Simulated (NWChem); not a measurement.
ethylene (C2H4); SMILES C=C

All runs: NWChem. Pople sets run with spherical d functions. Each level has its own optimisation; frequencies are unscaled.

For level PBE0/def2-SVP:

```yaml
highest harmonic frequency (cm⁻¹): 3267
lowest (cm⁻¹): 819
zero-point energy (kcal/mol): 32.0
```

Task: Estimate the same quantities for level Hartree-Fock/6-31G*.

Result: 
- highest harmonic frequency (cm⁻¹) = 3420
- lowest (cm⁻¹) = 897
- zero-point energy (kcal/mol) = 34.3
